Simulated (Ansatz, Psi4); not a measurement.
# Predicting a hybrid from its neighbours: SF2 (sulfur difluoride)

SF2 has 3 atoms, charge 0, and is taken as a singlet. As SMILES, `FSF`. The coordinates come from a PBE0-D4/def2-TZVP relaxation.

The vertical ionisation energy (to the doublet cation) y, in eV, basis def2-TZVP; a is the functional's share of exact exchange. Programs: Ansatz 0.2.0, Psi4 1.11.

```
functional  program     a  y (eV)
      TPSS     Psi4     0    9.89
    revPBE     Psi4     0    9.76
     TPSSh     Psi4   0.1       ?
     B3LYP     Psi4   0.2   10.17
   r2SCAN0   Ansatz  0.25   10.14
      PBE0     Psi4  0.25   10.11
     BHLYP     Psi4   0.5   10.28
```

Question: Fit y = c + s·a to the known rows and predict TPSSh.

Answer: 
1. Means of the 6 rows: a = 0.2000, y = 10.058.
2. Σ(Δa)² = 0.175, Σ(Δa·Δy) = 0.1665, so the slope is 0.1665/0.175 = 0.95143.
3. Intercept: 10.058 − (0.95143) × 0.2000 = 9.868. The largest residual of the fit is 0.11.
4. TPSSh: 9.868 + (0.95143) × 0.1 = 9.96 eV.

The run gave 10.00 eV, so the prediction is off by -0.04 eV, within the largest residual. The rows mix families of semi-local functionals, which the line can't see.
